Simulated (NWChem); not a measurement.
System: sulfur dioxide (SO2); SMILES O=S=O

The following NWChem deck was run.

```
start job
memory heap 200 mb stack 900 mb global 1100 mb
geometry units angstroms
  O      1.250381     0.000000     0.373591
  S      0.000000     0.000000    -0.369092
  O     -1.250381     0.000000     0.373591
end
basis spherical
  * library 3-21g
end
dft
  xc hfexch
  iterations 150
end
driver
  maxiter 120
end
task dft optimize
task dft freq
```

NWChem printed, in part:

```
             Northwest Computational Chemistry Package (NWChem) 7.3.0
             --------------------------------------------------------

 C2V symmetry detected

                             Geometry "geometry" -> ""
                             -------------------------

 Output coordinates in angstroms (scale by  1.889725989 to convert to a.u.)

  No.       Tag          Charge          X              Y              Z
 ---- ---------------- ---------- -------------- -------------- --------------
    1 O                    8.0000     1.25038100     0.00000000     0.37134150
    2 S                   16.0000     0.00000000     0.00000000    -0.37134150
    3 O                    8.0000    -1.25038100     0.00000000     0.37134150

 Effective nuclear repulsion energy (a.u.)     106.6927956085

      Symmetry information
      --------------------

 Group name             C2v
 Group number             16
 Group order               4
 No. of unique centers     2

                                Z-matrix (autoz)
                                --------

 Units are Angstrom for bonds and degrees for angles

      Type          Name      I     J     K     L     M      Value
      ----------- --------  ----- ----- ----- ----- ----- ----------
    1 Stretch                  1     2                       1.45431
    2 Stretch                  2     3                       1.45431
    3 Bend                     1     2     3               118.58231

  xc_inp: hfexch multiplicative factor not found.

                           NWChem Geometry Optimization
                           ----------------------------

 maximum gradient threshold         (gmax) =   0.000450
 rms gradient threshold             (grms) =   0.000300
 maximum cartesian step threshold   (xmax) =   0.001800
 rms cartesian step threshold       (xrms) =   0.001200
 fixed trust radius                (trust) =   0.300000
 source of zmatrix                         =   autoz

          -------------------
          Energy Minimization
          -------------------

 Using diagonal initial Hessian
 Scaling for Hessian diagonals: bonds = 1.00  angles = 0.25  torsions = 0.10

          --------
          Step   0

                                 NWChem DFT Module
                                 -----------------

[...]

      ----------------------
      Optimization converged
      ----------------------

  Step       Energy      Delta E   Gmax     Grms     Xrms     Xmax
  ---- ---------------- -------- -------- -------- -------- --------
@    4    -544.26996126 -2.0D-09  0.00000  0.00000  0.00002  0.00003
                                     ok       ok       ok       ok

                                Z-matrix (autoz)
                                --------

 Units are Angstrom for bonds and degrees for angles

      Type          Name      I     J     K     L     M      Value     Gradient
      ----------- --------  ----- ----- ----- ----- ----- ---------- ----------
    1 Stretch                  1     2                       1.52596    0.00000
    2 Stretch                  2     3                       1.52596    0.00000
    3 Bend                     1     2     3               113.96436    0.00000

                         Geometry "geometry" -> "geometry"
                         ---------------------------------

 Output coordinates in angstroms (scale by  1.889725989 to convert to a.u.)

  No.       Tag          Charge          X              Y              Z
 ---- ---------------- ---------- -------------- -------------- --------------
    1 O                    8.0000     1.27951884     0.00000000     0.40094554
    2 S                   16.0000     0.00000000     0.00000000    -0.43054958
    3 O                    8.0000    -1.27951884     0.00000000     0.40094554

 Effective nuclear repulsion energy (a.u.)     102.0109233286

      Symmetry information
      --------------------

 Group name             C2v
 Group number             16
 Group order               4
 No. of unique centers     2

[...]

 Rotational Constants
 --------------------
 A=   1.524823 cm-1  (  2.193831 K)
 B=   0.321881 cm-1  (  0.463104 K)
 C=   0.265777 cm-1  (  0.382385 K)

 Temperature                      =   298.15K
 frequency scaling parameter      =   1.0000

 Zero-Point correction to Energy  =    4.163 kcal/mol  (  0.006635 au)
 Thermal correction to Energy     =    6.104 kcal/mol  (  0.009727 au)
 Thermal correction to Enthalpy   =    6.696 kcal/mol  (  0.010670 au)

 Total Entropy                    =   59.774 cal/mol-K
   - Translational                =   38.369 cal/mol-K (mol. weight =  63.9619)
   - Rotational                   =   20.654 cal/mol-K (symmetry #  =        2)
   - Vibrational                  =    0.750 cal/mol-K

 Cv (constant volume heat capacity) =    7.628 cal/mol-K
   - Translational                  =    2.979 cal/mol-K
   - Rotational                     =    2.979 cal/mol-K
   - Vibrational                    =    1.669 cal/mol-K

[normal modes left out]

 ----------------------------------------------------------------------------
 Normal Eigenvalue ||           Projected Infra Red Intensities
  Mode   [cm**-1]  || [atomic units] [(debye/angs)**2] [(KM/mol)] [arbitrary]
 ------ ---------- || -------------- ----------------- ---------- -----------
    1       -0.000 ||    0.003685           0.085         3.592       1.500
    2        0.000 ||    0.008692           0.201         8.474       3.538
    3        0.000 ||    0.017394           0.401        16.957       7.080
    4        0.000 ||    0.008692           0.201         8.474       3.538
    5        0.000 ||    0.002208           0.051         2.152       0.899
    6        0.000 ||    0.000169           0.004         0.165       0.069
    7      497.217 ||    0.058669           1.354        57.193      23.880
    8     1117.026 ||    0.005922           0.137         5.773       2.411
    9     1299.503 ||    0.115683           2.669       112.774      47.086
 ----------------------------------------------------------------------------
```

Level: Hartree-Fock/3-21G.
